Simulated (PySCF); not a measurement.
This PySCF input (PBE0/def2-TZVPPD) gives -682.44862 Eh with 96 basis functions.

```python
import numpy as np, basis_set_exchange as bse
from pyscf import gto, scf, dft, df

basis = {'P': gto.basis.parse(bse.get_basis('def2-TZVPPD', elements=['P'], fmt='nwchem'))}
mol = gto.M(
    atom='''
    P    -0.00000000   -0.00000000   -0.94474959
    P     0.00000000    0.00000000    0.94474959
    ''',
    basis=basis,
    charge=0,
    verbose=4,
    max_memory=1839,
)
mf = dft.RKS(mol, xc='pbe0')
mf.grids.level = 3
mf = mf.density_fit(auxbasis=df.autoaux(mol))
mf.conv_tol = 1e-9
mf.max_cycle = 100
print('smallest overlap eigenvalue', np.linalg.eigvalsh(mol.intor('int1e_ovlp'))[0])
mf.kernel()
dip = mf.dip_moment()
```

Change:
```diff
- basis = {'P': gto.basis.parse(bse.get_basis('def2-TZVPPD', elements=['P'], fmt='nwchem'))}
+ basis = {'P': gto.basis.parse(bse.get_basis('def2-SV(P)', elements=['P'], fmt='nwchem'))}
```

### Question
What does the run give now?

### Answer
-682.21472 Eh (PBE0/def2-SV(P), 36 functions), a change of +233.90 mEh.
